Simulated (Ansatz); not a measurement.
Basis-set extrapolation for C₂H₆N₂, SMILES `N/C=C\N` (PBE0-D4/def2-TZVP geometry, frozen core, Ansatz). Multiplicity 1, RHF reference.

```tsv
	def2-TZVPP	def2-QZVPP
HF	-188.175633	-188.185176
MP2 correlation	-0.755473	-0.807278
CCSD(T) correlation	-0.816529	not run
```

Energies in hartree. Use E(X) = E(∞) + A·exp(−7.88·√X) for Hartree–Fock and E(X) = E(∞) + B·X^(−2.97) for correlation, with X = 3 and 4, and add CCSD(T) minus MP2 of the smaller set to the MP2 limit.

Task: What is the CCSD(T) energy at the basis-set limit?

Result: HF limit: -188.185176 + (-0.009543) × 0.13774 = -188.18649. MP2 limit: -0.807278 + (-0.051805) × 0.74074 = -0.84565. Higher-order term: -0.816529 − (-0.755473) = -0.06106. Total: -189.09320 hartree, 2.75 eV below CCSD(T)/def2-TZVPP.
